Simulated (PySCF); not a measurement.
## How good is the calculation?

Atoms are numbered as in `[CH3:1][CH3:2]`. Each H is labelled by its parent atom.

[PySCF: J couplings at B3LYP/pcJ-1; GIAO PBE0/pcSseg-1 shieldings; geometry: GFN2-xTB; no solvent; no relativistic terms; one computed conformer; equivalent nuclei averaged]

Reference values: measured (solution, acetone-d6, 298 K; Fulmer et al., Organometallics 2010, 29, 2176).
| atoms | quantity | reference | computed | computed, scaled |
| --- | --- | --- | --- | --- |
| C1/C2 | δ $^{13}$C | 6.9 | 9.5 | 7.1 |
| H(C1)/H(C2) | δ $^{1}$H | 0.83 | 0.98 | 1.01 |

Reference values: measured (solution, C6D5Cl, 298 K; Fulmer et al., Organometallics 2010, 29, 2176).
```
atoms    quantity  reference  computed  computed, scaled
C1/C2  δ $^{13}$C        6.9       9.5               7.1
```

Reference values: measured (solution, TFE-d3, 298 K; Fulmer et al., Organometallics 2010, 29, 2176).
```tsv
atoms	quantity	reference	computed	computed, scaled
C1/C2	δ $^{13}$C	7.0	9.5	7.1
H(C1)/H(C2)	δ $^{1}$H	0.85	0.98	1.01
```

Reference values: measured (gas; Olsson, Cremer, J. Chem. Phys. 1996, 105, 8995 (gas-phase data of Jameson 1987, Jameson 1981, Wasylishen 1984)).
```json
{"atoms": "C1/C2", "quantity": "δ $^{13}$C vs CH4 (gas)", "reference": "14.2", "computed": "15.0"}
```

Reference values: measured (solution, CD3OD, 298 K; Fulmer et al., Organometallics 2010, 29, 2176).
```json
{"atoms": "C1/C2", "quantity": "δ $^{13}$C", "reference": "7.0", "computed": "9.5", "computed, scaled": "7.1"}
{"atoms": "H(C1)/H(C2)", "quantity": "δ $^{1}$H", "reference": "0.85", "computed": "0.98", "computed, scaled": "1.01"}
```

Reference values: measured (gas or nonpolar solvent (not told per row); T. W. Keal, PhD thesis, Durham 2005).
| atoms | quantity | reference | computed |
| --- | --- | --- | --- |
| H(C1)/H(C2) | δ $^{1}$H vs CH4 | 0.74 | 0.74 |

Computed shifts are σ(ref) − σ with the named reference compound (TMS for H and C) calculated as an isolated molecule at the same level. The measured values may be among those fitted. Expected solution values come from regression of measured δ (H and C: mostly CDCl3, vs TMS) on computed σ: $^{13}$C (scatter 2.1 ppm rms, 2.3 ppm with the 13 outliers that the fit left out); $^{1}$H (scatter 0.17 ppm rms, 0.18 ppm with the 4 outliers that the fit left out). A few per cent of atoms miss by over 2 rms, more outside the fitted compound classes.

Coupling constants in Hz:
```tsv
coupling	reference	computed	source
$^{1}J$(C1,H(C1))	125.0	131.7	measured; gas, zero-density limit, 300 K; Wilczek, Jackowski, Molecules 2024, 29, 4460
$^{1}J$(C1,C2)	35.0	34.8	measured; gas, zero-density limit, 300 K; Wilczek, Jackowski, Molecules 2024, 29, 4460
$^{2}J$(C1,H(C2))	-4.8	-3.8	measured; gas, zero-density limit, 300 K; Wilczek, Jackowski, Molecules 2024, 29, 4460
$^{3}J$(H(C1),H(C2))	8.1	8.6	measured; gas, zero-density limit, 300 K; Wilczek, Jackowski, Molecules 2024, 29, 4460
$^{1}J$(C1,H(C1))	125.2	131.7	measured; Jessen and Sauer, arXiv:2312.00705
$^{1}J$(C1,C2)	34.6	34.8	measured; Jessen and Sauer, arXiv:2312.00705
$^{1}J$(C1,H(C1))	124.9	131.7	measured; liquid or solution (compiled); San Fabian, Garcia de la Vega, Suardiaz et al., Magn. Reson. Chem. 2013, 51, 775 (SI)
```

Problem. How far are the unscaled $^{13}$C shifts from the references?

Solution. Mean signed difference +2.20 ppm, mean absolute 2.20 ppm over 5 comparisons; the largest is +2.6 ppm at C1/C2 (methyl carbon).

Problem. How far are the unscaled $^{1}$H shifts from the references?

Solution. Mean signed difference +0.10 ppm, mean absolute 0.10 ppm over 4 comparisons; the largest is +0.15 ppm at H(C1)/H(C2) (hydrogen on a methyl carbon).

16 of the 50 published NMR values on file for this molecule are compared. The rest: values from further sources, protons in aromatic solvents, other calculations.
